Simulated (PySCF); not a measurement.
**Telling isomers of C2H2F2 apart by NMR**

PySCF 2.14.0 with density-fitted response routines calculation with geometry from PBE0-D3(BJ)/def2-SVP, shielding tensors at PBE0/pcSseg-1 (GIAO) and J: B3LYP/pcJ-1; non-relativistic, no solvent, equivalent nuclei averaged, a single conformation.

Chemical shifts δ = σref − σ; 1H, 13C against TMS, all at this level. Multiplet labels drop J under 1 Hz and among equivalent protons, and merge close values. Unscaled 3J(H,H) run several per cent high. One-bond C–F couplings are unscaled and too large by tens of Hz. Shifts are as computed. Against solution values, carbons near 30 ppm lie about +2 ppm off and those near 130 ppm about +5 ppm (rms about the fit 1.9 ppm; single classes can miss by 10 ppm). Of 1328 compounds with measured shifts, 309 miss one by over three times the rms of a fit or turn the order of signals round; such compounds aren't used in these exercises. Signals without a measured value on file couldn't be tested in this way; 1H shifts scatter by 0.2 ppm about their fit, and single ones miss by 0.5 ppm.

(1) Tabulate the signals of `C=C(F)F`, `F/C=C/F` and their relative energies.

(2) What is the quickest way to tell C=C(F)F from F/C=C/F?

Answers

(1) 
```json
{"SMILES": "C=C(F)F", "carbon types": "1×C 1×CH2", "δC": "170.6, 65.9", "δH": "3.88 (m, 2H)", "E rel. (kcal/mol)": "0.0"}
{"SMILES": "F/C=C/F", "carbon types": "2×CH", "δC": "152.9", "δH": "7.45 (m, 2H)", "E rel. (kcal/mol)": "11.3"}
```

Energies are electronic energies at PBE0/pcSseg-1 on these geometries, without zero-point or thermal terms, each for the one conformer computed, which needn't be the lowest.

(2) Count the carbon signals: 2 against 1. The first has a fully substituted alkene carbon (C) at 170.6 ppm, the second an alkene CH at 152.9 ppm. In the proton spectra the most deshielded non-exchanging signals are 3.88 (m, 2H) and 7.45 (m, 2H).
